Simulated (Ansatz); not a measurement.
Two structures, one formula

Two relaxed structures of CHOS (charge +1), closed shell (PBE0-D4/def2-TZVP; forces vanish, vibrations not checked).

A:

O1  (0.786, -0.322, -0.246)
C2  (-0.376, 0.057, -0.137)
S3  (-1.810, 0.477, -0.127)
H4  (1.401, -0.212, 0.510)
(Å)

B:

```
atom    x (Å)    y (Å)    z (Å)
  O1  -1.5862   0.4614   0.0039
  C2  -0.5324   0.1052  -0.1291
  S3   0.9884  -0.4463  -0.4194
  H4   1.3676  -0.0780   0.8365
```

Ansatz 0.2.0; basis: def2-TZVPP; cores frozen in the correlated methods. B3LYP uses VWN-RPA correlation.

(1) Which structure is lower at CCSD(T), and by how much? (An estimate is asked for; the value comes from the calculation.)

The T1 diagnostic stays at or below 0.018.

Results:

(1) The calculation gives: B, by 0.160 eV (electronic energy, against the other). By their contacts, A is CHOS ([OH][C][S]), total charge +1 and B is CHOS ([O][C][SH]), total charge +1.

All methods give the same order:

```
   method  E(B) − E(A) (eV)
   PBE-D4            -0.080
r2SCAN-D4            -0.068
  PBE0-D4            -0.092
 B3LYP-D4            -0.097
  wB97M-V            -0.143
       HF            -0.290
      MP2            -0.111
     CCSD            -0.208
  CCSD(T)            -0.160
```

Labels in which every atom is bracketed show which atoms are joined, not bond orders.

For scale, one of the runs: CCSD(T)/def2-TZVPP, 118 basis functions, launched by `ansatz run in.yaml --threads 2 --pin off --events-out ev --progress --plain --max-ram 4352MiB`. The run took about 2.2 s on 2 CPU threads of an Intel Xeon Platinum 8488C (shared host).
